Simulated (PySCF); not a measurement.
# Which is lower?

Two relaxed structures of C$_{2}$H$_{4}$Si, singlet (PBE0-D4/def2-TZVP; forces vanish, vibrations not checked).

A:

```xyz
7
angstrom
C -1.4778 -1.5868 -0.6801
Si -0.2980 -0.4626 -0.2478
C 0.8828 0.6599 0.1860
H -2.5083 -1.4628 -0.3736
H 1.1031 1.5128 -0.4428
H -1.2304 -2.4566 -1.2746
H 1.4462 0.5519 1.1038
```

B:

C1  (-0.560, -0.376, 0.206)
Si2  (-1.001, 1.389, 0.653)
C3  (0.554, -0.562, -0.514)
H4  (-1.138, -1.253, 0.491)
H5  (1.166, 0.284, -0.823)
H6  (-2.268, 1.049, 1.439)
H7  (0.905, -1.544, -0.824)
(Å)

Program: PySCF 2.14 with density fitting (its default auxiliary sets; JK sets also for MP2 and CCSD(T)). Basis: def2-TZVPP. Cores are frozen in the correlated methods. B3LYP uses VWN-RPA correlation.

Task: Which structure is lower at CCSD(T), and by how much? (To be estimated.)

Result: Computed: B, by 0.871 eV (electronic energy, against the other). By their contacts, A is C₂H₄Si (C=[Si]=C) and B is C₂H₄Si ([CH2]C=[SiH]).

All methods give the same order:

| method | E(B) − E(A) (eV) |
| --- | --- |
| PBE-D4 | -0.653 |
| r2SCAN-D4 | -0.617 |
| PBE0-D4 | -0.771 |
| B3LYP-D4 | -0.864 |
| wB97M-V | -0.869 |
| HF | -1.351 |
| MP2 | -0.719 |
| CCSD | -0.959 |
| CCSD(T) | -0.871 |

No T1 diagnostic of these runs exceeds 0.017. The restricted Hartree–Fock reference is unstable towards an unrestricted one at one or more of these structures.

For scale, one of the runs: CCSD(T)/def2-TZVPP, 160 basis functions, launched by `OMP_NUM_THREADS=2 python run.py`. The run took 98 s on 2 CPU threads of an Intel Xeon Platinum 8488C (shared host), with 1 GiB of host memory at its peak.
